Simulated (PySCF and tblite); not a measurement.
The numbers below are computed, except where a source is named.
System: C₃H₃ClS, numbered as in [CH2:1]=[C:2]([Cl:3])[CH:4]=[S:5].

Motion: rotation about the C2–C4 bond (torsion C1–C2–C4–S5 from 0° to 180°, rising). GFN2-xTB gives an electronic barrier of 7.0 kcal/mol and a reaction energy of 1.5 kcal/mol.

CAM-B3LYP/pcSseg-1 + D3(BJ) on GFN2-xTB geometries gives 6.5 kcal/mol and k(298 K) = 2.5×10⁸ s⁻¹.

Question: What does PBE0/6-31G* + D3(BJ) give on GFN2-xTB geometries?

Answer: A barrier of 7.8 kcal/mol, 1.3 above the first DFT barrier (from unrounded values), a reaction energy of -0.8 kcal/mol and, with GFN2-xTB thermal terms, ΔG‡(298 K) = 7.7 kcal/mol and k = 2.7×10⁷ s⁻¹ (2 equivalent paths).

Programs: tblite and PySCF.
